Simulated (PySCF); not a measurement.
## `InChI=1S/C4H4F2/c1-4(6)2-3-5/h3H,1H3`

Geometry:
```
atom   x (Å)   y (Å)   z (Å)
  C1  -1.588  -0.195  -0.245
  C2  -0.246   0.338  -0.576
  F3  -0.254   1.092  -1.692
  C4   0.869   0.149   0.070
  C5   1.945  -0.011   0.776
  F6   2.802  -1.023   0.580
  H7  -1.958  -0.807  -1.071
  H8  -2.290   0.630  -0.101
  H9  -1.548  -0.797   0.660
 H10   2.267   0.643   1.579
```

Theory: TDDFT CAM-B3LYP/def2-TZVPD excited states, vertical, gas phase in PySCF 2.14.0. Geometry: PBE0-D3(BJ)/def2-TZVP.

Q: Give the one- and two-photon strengths of the lowest singlets.

A: δ for parallel linear polarisation; σ at the peak of a Lorentzian of half width 0.1 eV, single beam; Ω is circular over linear.
```tsv
state	E (eV)	f	photon λ (nm)	δ (au)	σ (GM)	Ω	main
S1	5.63	0.002	440	0.52	0.01	1.44	HOMO→LUMO+1 0.58, HOMO→LUMO+2 0.16
S2	5.81	0.001	427	0.24	0.00	1.48	HOMO−1→LUMO 0.57, HOMO→LUMO+1 0.12
S3	6.77	0.050	366	63.3	1.06	0.29	HOMO→LUMO 0.61, HOMO−1→LUMO+1 0.22
S4	7.07	0.019	351	6.35	0.12	1.09	HOMO→LUMO+2 0.54, HOMO→LUMO 0.14
S5	7.33	0.073	339	9.59	0.19	0.82	HOMO−1→LUMO+2 0.31, HOMO−1→LUMO 0.24
S6	7.76	1.032	319	18.4	0.41	0.93	HOMO−1→LUMO+1 0.30, HOMO−1→LUMO+2 0.23
```

Among these, the strongest one-photon state is S6, the strongest two-photon state S3, with a dipole change of 1.5 D (relaxed, norm of the difference vector).
